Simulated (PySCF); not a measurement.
# Argon: a sound run and one with changed settings

Sound run: Ar [Ar], Ar⁺ [Ne] 3s2 3p5. All numbers are calculated (PySCF 2.14, the non-relativistic Hamiltonian (point nucleus), in def2-TZVP). The sound run starts from symmetry-adapted Hartree-Fock orbitals and uses a fine grid where one is needed.

Changed run: 26 angular points. This setting is unsound on purpose.

| species | method | sound run (hartree) | changed run (hartree) | converged |
| --- | --- | --- | --- | --- |
| Ar | UHF | -526.80276 | -526.80276 | yes |
| Ar | PBE0 | -527.37173 | -527.37173 | yes |
| Ar | r2SCAN | -527.50081 | -527.50081 | yes |
| Ar⁺ | UHF | -526.26721 | -526.26721 | yes |
| Ar⁺ | PBE0 | -526.79414 | -526.79404 | yes |
| Ar⁺ | r2SCAN | -526.92096 | -526.92249 | yes |

Ionisation energy of Ar:

| method | sound run (eV) | changed run (eV) |
| --- | --- | --- |
| UHF | 14.573 | 14.573 |
| PBE0 | 15.717 | 15.720 |
| r2SCAN | 15.779 | 15.737 |

A coarse angular grid integrates products of high-l functions wrongly, so density functionals can shift, and the SCF can exploit the error; Hartree-Fock and MP2 need no grid.

For comparison, NIST gives 15.760 eV between the lowest levels.
